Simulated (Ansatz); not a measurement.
Results of HSE06 (Ansatz, a quantum-chemistry and plane-wave program, plane waves, PAW) for zinc-blende CdS (metastable phase).

The same calculation (at the measured cell, 24.617 Å³/atom) with different numerical settings:

```tsv
run	k mesh	gap on the mesh (eV)	total energy (eV/atom)
1	4×4×4	2.196	-4581.0826
2	6×6×6	2.183	-4581.0949
3	8×8×8	2.181	-4581.0956
4	10×10×10	2.181	-4581.0956
5	12×12×12	2.181	-4581.0956
```

In the column total energy (eV/atom) the first row differs from the last by +0.0130 and the next to last by 0.0000.

The last row is no converged limit: other settings stay fixed.

Spin–orbit coupling is not included.
